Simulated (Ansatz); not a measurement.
SiMe2 (C₂H₆Si), relaxed as a singlet with RKS PBE0-D4/def2-TZVP in Ansatz, starting from the GFN2-xTB geometry. Force threshold 0.02 eV/Å.

The restricted singlet is unstable towards broken spin symmetry at other levels; at PBE0-D4/def2-TZVP this wasn't settled. Another isomer (singlet) lies 0.35 eV lower at PBE0-D4/def2-TZVP; other spin states weren't run for this one.

Start:

Cartesian coordinates in Å:
```
C 0.6005 1.2064 0.5681
C -0.6500 -1.1660 -0.5972
Si -0.9158 0.7402 -0.5239
H 1.5382 0.9442 0.0769
H 0.5782 0.6878 1.5273
H 0.6343 2.2738 0.7785
H -0.7315 -1.6144 0.3935
H 0.3346 -1.4204 -0.9909
H -1.3886 -1.6515 -1.2323
```

```
step  energy (eV)  largest force component (eV/Å)  SCF passes
   1  -10043.2058                           0.545          17
   2  -10043.2277                           0.313          19
   3  -10043.2309                           0.085          19
   4  -10043.2317                           0.010          19
```

Force components are those of the run's own axes.

End:

```xyz
9

C     0.5746    1.1844    0.5513
C    -0.6413   -1.1291   -0.5920
Si   -0.9223    0.7470   -0.5305
H     1.4976    0.8850    0.0376
H     0.5485    0.6155    1.4894
H     0.6413    2.2471    0.7883
H    -0.7037   -1.5376    0.4255
H     0.3696   -1.3579   -0.9519
H    -1.3643   -1.6544   -1.2176
```

By distances, no bond broke or formed. The bond that changes most is C2–Si3, from 1.93 to 1.90 Å (atoms count from 1).

No frequencies were taken in this run, so the end may be a saddle point.

It took 3.2 s on 2 threads of AMD EPYC 9R45 on a shared host.
